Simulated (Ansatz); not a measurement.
in.yaml

```yaml
crystal:
  periodic: [false, false, false]
  atoms:
    - {symbol: P, position_ang: [0.000000, 0.000000, 0.000000]}
    - {symbol: H, position_ang: [0.000000, 0.000000, 1.428200]}
basis:
  gaussian: {orbitals: def2-mTZVP}
total_charge: 1
magnetization: {spin_polarized: true, initial_magnetization: 1}
hamiltonian: {xc: {name: B3LYP}}
correlation: {method: ccsdt_q_b, electrons: outside_noble_gas, diis_vectors: 12}
```

```sh
$ ansatz run in.yaml --threads 1 --pin off --events-out ev --progress --plain --max-ram 2393MiB
```

Output:

```
348 factors; integrals over basis functions are off by at most 1.3e-7 eV
mean field evaluation 1: about -9293.0357 eV, gradient 7.3e0 eV
mean field evaluation 2: about -9293.0332 eV, gradient 7.3e0 eV
mean field evaluation 4: about -9293.3670 eV, gradient 2.2e-1 eV
mean field evaluation 8: about -9293.3672 eV, gradient 3.8e-3 eV
mean field evaluation 16: about -9292.1761 eV, gradient 4.8e0 eV
mean field -9293.36722946 eV, -341.5249464121 hartree, gradient 1.5e-6 eV, S^2 0.753085; 2 other end points of the search recorded, 0 dependent functions left out
5 core orbitals not correlated: weight in the atoms' cores, before any rotation towards them, 1.000 or more for the frozen orbitals, at most 0.000 for the correlated occupied ones
reference -9276.94809474 eV, -340.9215543404 hartree; 3, 2 occupied and 17, 18 virtual orbitals, 348 factors
second order -1.84813955 eV of doubles, -0.08913411 eV of singles
cycle   1  -2.32363553 eV  change   -3.9e-1 eV  update   5.4e-2
cycle   2  -2.56122562 eV  change   -2.4e-1 eV  update   2.4e-2
cycle   3  -2.57663923 eV  change   -1.5e-2 eV  update   6.6e-3
cycle   4  -2.57926012 eV  change   -2.6e-3 eV  update   2.3e-3
cycle   5  -2.57792070 eV  change    1.3e-3 eV  update   1.0e-3
cycle   6  -2.57830114 eV  change   -3.8e-4 eV  update   3.7e-4
cycle   7  -2.57847031 eV  change   -1.7e-4 eV  update   1.1e-4
cycle   8  -2.57841661 eV  change    5.4e-5 eV  update   3.6e-5
cycle   9  -2.57840592 eV  change    1.1e-5 eV  update   1.6e-5
cycle  10  -2.57842087 eV  change   -1.5e-5 eV  update   6.9e-6
cycle  11  -2.57841907 eV  change    1.8e-6 eV  update   2.5e-6
cycle  12  -2.57841872 eV  change    3.5e-7 eV  update   8.7e-7
cycle  13  -2.57841929 eV  change   -5.6e-7 eV  update   2.3e-7
perturbative correction -0.00092813 eV, -0.0000341083 hartree
Total energy: -9279.52744216 eV, -341.0163436099 hartree
```

Ran on 1 thread of AMD EPYC 9R45, shared host: 1 s wall, 0.11 GiB peak host memory.
